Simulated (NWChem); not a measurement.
System: chlorine (Cl$_{2}$); SMILES ClCl

Here is an NWChem input.

```
start job
memory heap 200 mb stack 900 mb global 1100 mb
geometry units angstroms
  Cl     0.000000     0.000000     1.021525
  Cl     0.000000     0.000000    -1.021525
end
basis spherical
  Cl library 6-31g*
end
dft
  xc hfexch
  iterations 150
end
driver
  maxiter 120
end
task dft optimize
task dft freq
```

The level has its own optimisation; frequencies are unscaled.

What results follow from this input? (Hartree-Fock/6-31G* (spherical d).) Quantities: basis functions; r Cl–Cl (Å); highest harmonic frequency (cm⁻¹); zero-point energy (kcal/mol).


```yaml
number_of_basis_functions: 36
r Cl–Cl (Å): 1.992
highest harmonic frequency (cm⁻¹): 594
zero-point energy (kcal/mol): 0.8
```
